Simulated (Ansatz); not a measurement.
Results of the Gaussian-basis code of Ansatz.

A structure relaxed at PBE0-D4/def2-TZVP, charge 0, multiplicity 1:

```xyz
8

Si   -0.808    0.196    0.822
Si    0.808   -0.196   -0.822
H    -2.141    0.408    0.195
H    -0.897   -0.966    1.746
H    -0.457    1.407    1.612
H     0.894    0.965   -1.748
H     0.459   -1.409   -1.610
H     2.141   -0.404   -0.195
```

Q: Give its formula and SMILES.

A: H6Si2, `[SiH3][SiH3]` (disilane).

Q: Point group (tolerance 0.08 Å, 0.16 Å for H)?

A: D3d.

Q: Summarise the bond lengths by kind.

A: 1 × Si–Si 2.339 Å; 6 × H–Si 1.488 Å.
